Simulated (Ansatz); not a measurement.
A nudged elastic band was laid between two geometries of B$_{2}$H$_{4}$S (7 atoms, charge 0, multiplicity 1).

The calculation used Ansatz, RHF/def2-SVP.

```yaml
movable_images: 9
climbing_image: yes
spring: 5.0 eV/Å²
optimiser: quadratic models (default)
start_path: through a guess of the saddle point
force_threshold: 0.2 eV/Å
iteration_limit: 60
end_points: relaxed
```

Initial state:

```xyz
7
Properties=species:S:1:pos:R:3
B -0.665 0.588 -0.685
B -0.033 -0.008 0.768
S 1.337 -1.162 0.906
H -1.558 0.024 -1.259
H -0.244 1.597 -1.185
H -0.480 0.317 1.834
H 1.642 -1.358 -0.381
```

Final state:

```xyz
7
Properties=species:S:1:pos:R:3
B -0.826 0.727 -0.768
B 0.082 -0.088 0.412
S 1.429 -1.195 -0.028
H -1.830 0.251 -1.226
H -0.515 1.822 -1.153
H -0.164 0.063 1.577
H 1.824 -1.581 1.187
```

Task: Which bonds break or form, and what moves?

Result: No bond is made or broken. The dihedral B1–B2–S3–H7 goes from 0 to 180°.

Task: What energy profile does the band end with?

Result: It converged. The highest image is number 5 of 0 to 10, 0.73 eV above the first end and 0.72 eV above the last; the last end lies 0.02 eV above the first. The threshold of 0.2 eV/Å is loose, so the images may lie well off the minimum-energy path. Another band between the same ends (9 images) ends at a top of the same energy, where a vibrational analysis finds 1 clearly imaginary mode.

```
image  path coordinate (Å)  energy (eV)  dihedral B1–B2–S3–H7 (°)
    0                 0.00         0.00                         0
    1                 0.31         0.02                         6
    2                 0.62         0.13                        26
    3                 0.94         0.38                        49
    4                 1.25         0.63                        70
    5                 1.56         0.73                        89
    6                 1.90         0.63                       110
    7                 2.24         0.41                       130
    8                 2.58         0.20                       149
    9                 2.92         0.06                       166
   10                 3.26         0.02                       180
```

Task: What is the geometry of the highest image?

Result: 
```xyz
7
Properties=species:S:1:pos:R:3
B -0.761 0.602 -0.704
B -0.077 -0.069 0.679
S 0.980 -1.623 0.438
H -1.837 0.240 -1.097
H -0.185 1.429 -1.359
H -0.222 0.342 1.796
H 2.103 -0.921 0.246
```

The run took 25 s on 1 thread of Intel(R) Xeon(R) 6975P-C (Granite Rapids), with other jobs on the host, peak memory 0.14 GiB.
